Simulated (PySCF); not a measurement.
Isomers of C5H7O (doublet state), one GFN2-xTB conformer each. Single-point energies are computed at B3LYP/pcH-1 (PySCF, gas phase, no added dispersion term), electronic only. GFN2-xTB treats the open shell by occupation alone, and not every SCF solution was tested for stability.

Task: Rank them by B3LYP/pcH-1 energy, lowest first (kcal/mol).
A. `[OH:1][CH:2][CH2:3][C:4]1=[CH:5][CH2:6]1` (doublet state) with H–O1–C2–C3 -19°, O1–C2–C3–C4 -75°, C2–C3–C4–C5 -87°
B. `[O:1]=[C:2][CH:3]1[CH2:4][CH2:5][CH2:6]1` (doublet state) with O1–C2–C3–C4 11°, C2–C3–C4–C5 129°, C3–C4–C5–C6 -10°, C4–C5–C6–C3 10°, C2–C3–C6–C5 -132°

Result: B (0.0), A (45.9).

As drawn, the lower has a four-membered ring, which the higher lacks; the higher has a three-membered ring and an O–H bond, which the lower lacks. GFN2-xTB itself gives, in the same order: 0.0, 44.4. Both levels put the same isomer lowest.
